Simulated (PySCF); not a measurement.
2(5H)-thiophenone, C₄H₄OS.
Geometry (PBE0-D3(BJ)/def2-SVP, Å), atoms numbered from 1 in this order:
```
atom  x, y, z in Å
O1     2.461   -0.504   -1.091
C2     1.373   -0.379   -0.606
C3     0.667    0.884   -0.294
C4    -0.547    0.736    0.244
C5    -1.011   -0.667    0.447
S6     0.311   -1.763   -0.124
H7     1.161    1.832   -0.512
H8    -1.194    1.570    0.531
H9    -1.237   -0.865    1.508
H10   -1.934   -0.864   -0.124
```

Computed with core-valence-separated Tamm–Dancoff BHandHLYP/aug-pcX-1 (pcseg-1 on H, def2-SVPD on S) in PySCF, non-relativistic, gas phase, PBE0-D3(BJ)/def2-SVP geometry. BHandHLYP without relativity tends to put these K edges a few eV too low, so spacings mean more than positions.

The lowest roots of each edge with f over 0.003 (five at most, numbered afresh; weaker and dark ones are left out), with transition dipoles (au) in the frame of the coordinates:

| root | edge | E (eV) | μx | μy | μz |
| --- | --- | --- | --- | --- | --- |
| 1 | C | 282.38 | 0.0392 | 0.0000 | 0.0884 |
| 2 | C | 282.62 | 0.0331 | 0.0000 | 0.0748 |
| 3 | C | 284.25 | 0.0424 | 0.0004 | 0.0948 |
| 4 | C | 285.78 | -0.0562 | 0.0584 | 0.0239 |
| 5 | C | 286.22 | 0.0198 | -0.0006 | 0.0473 |
| 6 | O | 528.84 | 0.0238 | 0.0002 | 0.0533 |
| 7 | O | 534.36 | 0.0129 | 0.0147 | -0.0059 |
| 8 | O | 535.00 | -0.0054 | -0.0174 | 0.0028 |

Task: What are the oscillator strengths?

Result: f = (2/3) ΔE |μ|², with ΔE in hartree (27.2114 eV):

```
root  ΔE (Eh)  |μ|² (au)      f  core hole on
   1  10.3771   0.009351  0.065            C4
   2  10.3859   0.006691  0.046            C3
   3  10.4460   0.010785  0.075            C2
   4  10.5024   0.007140  0.050            C5
   5  10.5185   0.002630  0.018            C3
   6  19.4346   0.003407  0.044            O1
   7  19.6373   0.000417  0.005            O1
   8  19.6609   0.000340  0.004            O1
```

Task: Molecules are fixed in this frame and the field points along y. What effective strengths 3 f cos²θ do the roots have (θ between field and μ)?

Result: root 1 (C4): 0.000, root 2 (C3): 0.000, root 3 (C2): 0.000, root 4 (C5): 0.072, root 5 (C3): 0.000, root 6 (O1): 0.000, root 7 (O1): 0.008, root 8 (O1): 0.012. Root 4 is the strongest. Averaged over all orientations cos²θ is 1/3, which gives f back.

